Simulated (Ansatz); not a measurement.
Input for Ansatz (development build ahead of 0.2.0):

```yaml
crystal:
  periodic: [false, false, false]
  atoms:
    - { symbol: "N", position_ang: [0.0, 0.0, 0.0] }
    - { symbol: H, position_ang: [0.0, 0.0, 1.7612] }
basis:
  gaussian: { orbitals: STO-3G }
hamiltonian:
  xc: hf
correlation:
  method: fci
  frozen_orbitals: { H: 0, "N": 1 }
```

The input is written out in the form of the current development build from the run's settings.

The run gave:

```json
{"Converged": "yes", "Reference energy": "-53.97679 hartree", "Correlation energy": "-0.13633 hartree", "Total energy": "-54.11312 hartree", "State": "lowest singlet root, of any spatial symmetry"}
```

Messages of the program:
```
the method's energy lies above the unrestricted determinant, so it is not the lowest state's
```

Caution: another spin multiplicity may lie lower.
